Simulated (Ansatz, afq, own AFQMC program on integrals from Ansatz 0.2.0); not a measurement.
# Atomization energy of Ge$_{2}$, triplet, worked out

```yaml
atoms:
  - { symbol: Ge, position_ang: [0.0000, 0.0000, 0.0000] }
  - { symbol: Ge, position_ang: [0.0000, 0.0000, 2.3831] }
```

Basis cc-pVTZ. Noble-gas cores (and the filled d shells of Ga–Kr and In–Xe) are frozen. Ansatz 0.2.0 and our own AFQMC program on the same integrals; the CISD trial comes from CCSD amplitudes, and released means the phaseless constraint is let go. Error bars are statistical, one sigma. No spin–orbit coupling.

Total energies in eV. CBS is CCSD(T) at the limit of def2-TZVPP/QZVPP (extrapolated itself); the highest rung of each member is named.

Cautions: inner d shell frozen; no relativity below Rb; no spin-orbit coupling; Ge₂ (triplet): the released energies have errors that jump between times, so the bars are unsure, so no released level is given (meV from the phaseless value at times in 1/Eh: 4 ± 5 at 0.24, 47 ± 53 at 0.51, -16 ± 4 at 0.99, -21 ± 3 at 1.62, -20 ± 5 at 2.40), the ph-AFQMC/CISD walk drifts between its halves (2.6 errors), its ph-AFQMC/CISD value lies 32 ± 5 meV above CCSDT(Q).

```tsv
member	count	CCSD(T)/cc-pVTZ	highest rung in cc-pVTZ	which	CCSD(T)/CBS
Ge (triplet)	+2	-56475.2712	-56475.2863	FCI	-56475.5964
Ge₂, triplet	-1	-112953.1748	-112953.2355	CCSDT(Q)	-112954.0074
```

**Question.** Work out the best estimate of the atomization energy: the CCSD(T)/CBS difference plus the step from CCSD(T) to the highest rung.

**Answer.** Sums with the counts: CCSD(T)/CBS 2.8146 eV, highest rung 2.6629 eV, CCSD(T)/cc-pVTZ 2.6324 eV. The step is 2.6629 − 2.6324 = 0.0305 eV, so the best estimate is 2.8146 + (0.0305) = 2.8451 eV. The basis set is worth 0.182 eV of it. Zero-point, core-correlation and spin–orbit terms aren't in it. Past Ne the Hartree–Fock part of each CBS total tends to overshoot, since the cores don't follow the formula; that largely cancels in the difference.

Best estimates are given only where the step beyond CCSD(T) is under 0.3 eV and no member's determinant is very poor (T1 over 0.05, or 0.07 for open shells, ⟨S²⟩ too high by 0.3, two states mixed), so the hardest cases are missing from such tables.

CCSDT and higher add their correlation energy to the determinant of the CCSD(T) run, since their own runs factorise the integrals more tightly (a shift of under 2 meV). Each member of a difference takes its own highest rung, so a best estimate needn't equal the limit plus the step of one row.
